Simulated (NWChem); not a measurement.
**CH6N+ (methanamine, conjugate acid) at 4 levels**

Wanted: a comparison of 4 runs (B3LYP/def2-SVPD, B3LYP/def2-TZVP, B3LYP/def2-TZVPD, B3LYP/def2-SVP) of CH6N+ (methanamine, conjugate acid). 

The results are computed with NWChem 7.3.0.

## 1. The system as given

The species is CH6N+ (8 atoms), meant as a singlet with charge +1. SMILES: `C[NH3+]`. The coordinates come from a PBE0-D4/def2-TZVP relaxation.

Bond lengths: C1–N2 1.497 Å, C1–H3 1.087 Å, C1–H4 1.088 Å, C1–H5 1.087 Å, N2–H6 1.023 Å, N2–H7 1.023 Å, N2–H8 1.023 Å. Some angles: C1–N2–H6 111.4°, C1–N2–H7 111.4°, C1–N2–H8 111.4°, N2–C1–H3 108.5°, N2–C1–H4 108.5°, N2–C1–H5 108.5°, H6–N2–H7 107.4°, H6–N2–H8 107.4°, H7–N2–H8 107.4°, H3–C1–H4 110.4°.

## 2. The response to a field at B3LYP/def2-SVPD (run 1)

mol.nw

```
start mol
title "CH6N"
memory stack 880 mb heap 220 mb global 1100 mb
charge 1

geometry units angstroms noautosym nocenter noautoz
 C    -0.225100    0.293000   -0.663400
 N     0.218700   -0.284600    0.644500
 H    -0.041000   -0.440800   -1.444600
 H    -1.286800    0.519400   -0.597800
 H     0.345600    1.199300   -0.851500
 H     0.065500    0.371300    1.413900
 H     1.214900   -0.515300    0.632300
 H    -0.291800   -1.142300    0.866700
end

basis spherical bse
 * library def2-SVPD
end

dft
 xc b3lyp
 grid fine
 convergence energy 1e-08
 iterations 100
 mulliken
 print low
end

property
 response 1 0
end

task dft property
```

Launch:

```sh
$ nwchem mol.nw > mol.out
```

What it wrote:

```text
[...]
 d= 0,ls=0.0,diis     1    -96.0529860199 -1.44D+02  1.73D-02  9.80D-01     2.9
[...]
 d= 0,ls=0.0,diis     8    -96.1527634335 -1.17D-10  6.93D-08  4.19D-11    19.6
         Total DFT energy =      -96.152763433489
      One electron energy =     -218.136485035921
           Coulomb energy =       88.314174063587
    Exchange-Corr. energy =      -14.297974227420
 Nuclear repulsion energy =       47.967521766264
[...]
      Total Density - Mulliken Population Analysis
     ---------------------------------------------
    Atom       Charge   Shell Charges
 -----------   ------   -------------------------------------------------------
    1 C    6     4.97   1.98  0.94 -0.42  0.02  2.13  0.29  0.04  0.00
    2 N    7     7.74   1.99  1.02  0.21  0.76  2.52  1.08  0.02  0.14
    3 H    1     1.09   0.76  0.33  0.02 -0.01
    4 H    1     1.09   0.76  0.33  0.02 -0.01
    5 H    1     1.10   0.76  0.33  0.02 -0.01
    6 H    1     0.67   0.72 -0.07  0.04 -0.02
    7 H    1     0.67   0.72 -0.07  0.04 -0.02
    8 H    1     0.67   0.72 -0.07  0.04 -0.02
[...]
 Anisotropic =       2.7868427
[...]
```

It took 71 s on 1 thread of AMD EPYC, shared host; peak memory 0.11 GiB.

## 3. The polarisability at B3LYP/def2-TZVP (run 2)

sp.xyz

```xyz
8

C     -0.225100     0.293000    -0.663400
N      0.218700    -0.284600     0.644500
H     -0.041000    -0.440800    -1.444600
H     -1.286800     0.519400    -0.597800
H      0.345600     1.199300    -0.851500
H      0.065500     0.371300     1.413900
H      1.214900    -0.515300     0.632300
H     -0.291800    -1.142300     0.866700
```

sp.nw

```
start sp
memory total 2200 mb
charge 1

geometry units angstrom noautosym nocenter noautoz
 load sp.xyz
end

basis spherical bse
 * library def2-TZVP
end

dft
 xc b3lyp
 grid fine
 convergence energy 1e-08
 maxiter 100
 mulliken
 print low
end

property
 response 1 0
end

task dft property
```

Launch:

```sh
$ nwchem sp.nw > sp.out
```

What it wrote:

```text
[...]
 d= 0,ls=0.0,diis     1    -96.1489133251 -1.44D+02  7.80D-03  1.19D+00     4.3
[...]
 d= 0,ls=0.0,diis     8    -96.2566871953 -2.58D-10  3.36D-08  5.29D-11    27.8
         Total DFT energy =      -96.256687195332
      One electron energy =     -218.371364776743
           Coulomb energy =       88.484503017973
    Exchange-Corr. energy =      -14.337347202826
 Nuclear repulsion energy =       47.967521766264
[...]
      Total Density - Mulliken Population Analysis
     ---------------------------------------------
    Atom       Charge   Shell Charges
 -----------   ------   -------------------------------------------------------
    1 C    6     6.28   0.85  1.12  0.52  0.65  0.17  1.33  1.21  0.36  0.02  0.03  0.01
    2 N    7     7.28   0.82  1.15  0.55  0.80  0.13  1.61  1.63  0.55  0.01  0.04  0.00
    3 H    1     0.80   0.27  0.46  0.05  0.02
    4 H    1     0.80   0.27  0.46  0.05  0.02
    5 H    1     0.80   0.27  0.46  0.05  0.02
    6 H    1     0.68   0.26  0.36  0.02  0.03
    7 H    1     0.68   0.26  0.36  0.02  0.03
    8 H    1     0.68   0.26  0.36  0.02  0.03
[...]
 Anisotropic =       2.1474863
[...]
```

Run time: 1.8 min. Hardware: 1 thread of AMD EPYC, shared host; peak memory 0.12 GiB.

Run 3 isn't shown in full; the table further down has it.

## 4. The response to a field at B3LYP/def2-SVP (run 4)

geom.nw

```
start geom
title "CH6N B3LYP"
memory stack 880 mb heap 220 mb global 1100 mb
charge 1
geometry noautosym nocenter noautoz
C     -0.225100     0.293000    -0.663400
N      0.218700    -0.284600     0.644500
H     -0.041000    -0.440800    -1.444600
H     -1.286800     0.519400    -0.597800
H      0.345600     1.199300    -0.851500
H      0.065500     0.371300     1.413900
H      1.214900    -0.515300     0.632300
H     -0.291800    -1.142300     0.866700
end
basis spherical bse
* library def2-SVP
end
dft
xc b3lyp
grid fine
convergence energy 1e-08
maxiter 100
mulliken
noprint "final vectors analysis"
end
property
response 1 0
end
task dft property
```

Launch:

```sh
$ nwchem geom.nw > geom.out
```

What it wrote:

```text
[...]
          Wavefunction type:  closed shell.
          No. of atoms     :     8
          No. of electrons :    18
[...]
          Charge           :     1
          Spin multiplicity:     1
[...]
          AO basis - number of functions:    58
[...]
              XC Information
              --------------
                         B3LYP Method XC Potential
                     Hartree-Fock (Exact) Exchange  0.200
                        Slater Exchange Functional  0.800 local
                    Becke 1988 Exchange Functional  0.720 non-local
              Lee-Yang-Parr Correlation Functional  0.810
                  VWN I RPA Correlation Functional  0.190 local
[...]
 d= 0,ls=0.0,diis     1    -96.0472802712 -1.44D+02  1.69D-02  9.49D-01     1.7
[...]
 d= 0,ls=0.0,diis     8    -96.1451864902 -4.88D-11  3.03D-08  8.63D-12    11.1
         Total DFT energy =      -96.145186490163
      One electron energy =     -218.132077905044
           Coulomb energy =       88.319848380029
    Exchange-Corr. energy =      -14.300478731412
 Nuclear repulsion energy =       47.967521766264
[...]
      Total Density - Mulliken Population Analysis
     ---------------------------------------------
    Atom       Charge   Shell Charges
 -----------   ------   -------------------------------------------------------
    1 C    6     5.98   1.99  0.91  0.16  2.11  0.78  0.04
    2 N    7     7.00   1.99  1.02  0.31  2.51  1.17  0.02
    3 H    1     0.89   0.73  0.13  0.02
    4 H    1     0.89   0.73  0.13  0.02
    5 H    1     0.89   0.73  0.13  0.02
    6 H    1     0.79   0.68  0.06  0.04
    7 H    1     0.79   0.68  0.06  0.04
    8 H    1     0.79   0.68  0.06  0.04
[...]
 Anisotropic =       1.7480740
[...]
```

It took 40 s on 1 thread of AMD EPYC, shared host; peak memory 0.11 GiB.

## 5. The series

```csv
run,level,energy (Eh),mean polarisability (bohr³),wall time
1,B3LYP/def2-SVPD,-96.152763,20.0,71 s
2,B3LYP/def2-TZVP,-96.256687,19.2,1.8 min
3,B3LYP/def2-TZVPD,-96.257132,20.2,3.3 min
4,B3LYP/def2-SVP,-96.145186,17.1,40 s
```

## 6. Outcome

```
                         quantity         value
              run 4: total energy  -96.14519 Eh
run 4: mean static polarisability    17.1 bohr³
```

Over the runs the total energy spans 3.046 eV. All runs together took 6.9 min, the longest 3.3 min.
